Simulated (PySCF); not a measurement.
Compound: chloroprene, C4H5Cl.
Bonds: C1–C2 (double), C2–C3, C3–C4 (double), C3–Cl5. Hydrogens: H6, H7 on C1; H8 on C2; H9, H10 on C4.

Method: PBE0-D3(BJ)/def2-SVP geometry optimisation, gas phase (PySCF); density fitting, grid level 1; the optimiser is geomeTRIC in internal coordinates, started from a GFN2-xTB structure.

Step 0: E = -16734.8946 eV
```
atom  x, y, z in Å  |  force x, y, z in eV/Å
C1      1.0939    1.4191   -0.4116    0.117   0.130  -0.017
C2      0.5605    0.4147    0.2723   -0.217  -0.175  -0.071
C3     -0.5235   -0.4365   -0.1825    0.013   0.170  -0.260
C4     -1.0345   -1.4369    0.5296   -0.079  -0.103   0.038
Cl5    -1.1705   -0.1035   -1.7578   -0.083   0.033  -0.183
H6      0.7462    1.6852   -1.3953   -0.256   0.079  -0.539
H7      1.8985    2.0084   -0.0084    0.466   0.295   0.307
H8      0.9275    0.1666    1.2594    0.185  -0.086   0.436
H9     -0.6507   -1.6632    1.5088    0.298  -0.047   0.559
H10    -1.8384   -2.0494    0.1628   -0.443  -0.295  -0.269
```

Q: Estimate the geometry and energy of step 1. (The exact step hangs on the optimiser's Hessian estimate; all steps are aligned on step 0, rigid shifts and turns removed.)

A: E = -16734.9282 eV, largest force 0.075 eV/Å
```
atom  x, y, z in Å  |  force x, y, z in eV/Å
C1      1.1036    1.4296   -0.4124    0.016   0.052  -0.052
C2      0.5574    0.4157    0.2657    0.035  -0.006   0.063
C3     -0.5318   -0.4408   -0.1908   -0.024   0.006  -0.044
C4     -1.0410   -1.4457    0.5332   -0.028  -0.047   0.024
Cl5    -1.1860   -0.1101   -1.7731    0.027  -0.006   0.054
H6      0.7467    1.6963   -1.4110    0.013  -0.001   0.022
H7      1.9202    2.0171    0.0143   -0.023  -0.022  -0.004
H8      0.9307    0.1655    1.2659   -0.023   0.000  -0.037
H9     -0.6340   -1.6564    1.5259   -0.010   0.013  -0.036
H10    -1.8568   -2.0665    0.1597    0.017   0.012   0.010
```

The energy changes by -0.0336 eV. The first-order estimate −F·Δx gives -0.0709 eV and the mean of the old and new forces, exact on a quadratic surface, -0.0342 eV. The step makes an angle of 36° with the force vector and moves no atom by more than 0.033 Å.

What follows is the cost of the whole optimisation. Hardware: one thread, Arm Neoverse V1 (aarch64), no GPU (shared host). Cost: 13 s of wall time, 0.41 GiB resident at most.
